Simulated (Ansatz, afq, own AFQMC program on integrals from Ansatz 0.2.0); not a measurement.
## Where AFQMC and coupled cluster stand for AlH₃⁺, doublet

```yaml
atoms:
  - { symbol: Al, position_ang: [0.0000, 0.0000, 0.0000] }
  - { symbol: H, position_ang: [1.5858, 0.0151, -0.0001] }
  - { symbol: H, position_ang: [-0.8059, 1.3658, -0.0028] }
  - { symbol: H, position_ang: [-0.7799, -1.3808, 0.0029] }
```

Basis cc-pVDZ. Noble-gas cores (and the filled d shells of Ga–Kr and In–Xe) are frozen. Ansatz 0.2.0 and our own AFQMC program on the same integrals; the CISD trial comes from CCSD amplitudes, and released means the phaseless constraint is let go. Free projection: walkers drawn from exp(T), propagated without any constraint. Its projection time is finite, and what remains of the start isn't in its error. ± is one standard error of the sampling.

Determinant: UHF, the one that the program's search chose, which needn't be the lowest solution. The geometry is a PBE0/def2-TZVP stationary point of this or a neighbouring charge and spin state.

Full CI on the same integrals is exact in this basis and with this determinant's frozen core.

Cautions: unrestricted determinant slightly spin contaminated (⟨S²⟩ 0.84 against 0.75).

```
T1 diagnostic                               : 0.0310
weight of the determinant in the CISD state : 0.923
⟨S²⟩ of the determinant                     : 0.842
size of the correlated space                : 5 electrons in 28 orbitals
```

Reference: full CI, correlation energy -2.217 eV. The released energy is read at 2.40 1/Eh (meV from the phaseless value at times in 1/Eh: -6 ± 3 at 0.24, -6.5 ± 2.5 at 0.51, -10 ± 3 at 0.99, -12 ± 4 at 1.62, -13 ± 8 at 2.40).

| level | E − E(reference) (kcal/mol) | share of correlation (%) |
| --- | --- | --- |
| HF | 51.12 | 0.00 |
| MP2 | 16.87 | 67.00 |
| CCSD | 1.14 | 97.77 |
| CCSD(T) | 0.37 | 99.28 |
| CCSDT | 0.02 | 99.96 |
| CCSDT(Q) | 0.00 | 100.00 |
| ph-AFQMC/HF | 2.90 ± 0.47 | 94.33 |
| ph-AFQMC/CISD | 0.36 ± 0.08 | 99.29 |
| released AFQMC | 0.07 ± 0.18 | 99.86 |
| free AFQMC | 0.09 ± 0.09 | 99.82 |

CCSDT and higher add their correlation energy to the determinant of the CCSD(T) run, since their own runs factorise the integrals more tightly (a shift of under 2 meV). Free projections are given only where their last times agree within the noise and don't stop above the reference; a slow remainder of the start can still hide under it. A walk keeps the symmetry of its determinant, which the program's search chose and which needn't be the lowest solution, so a lower state of the same spin and another symmetry isn't excluded. Released energies are given only where the last usable release times agree within the noise; a slower fall can still hide under it.
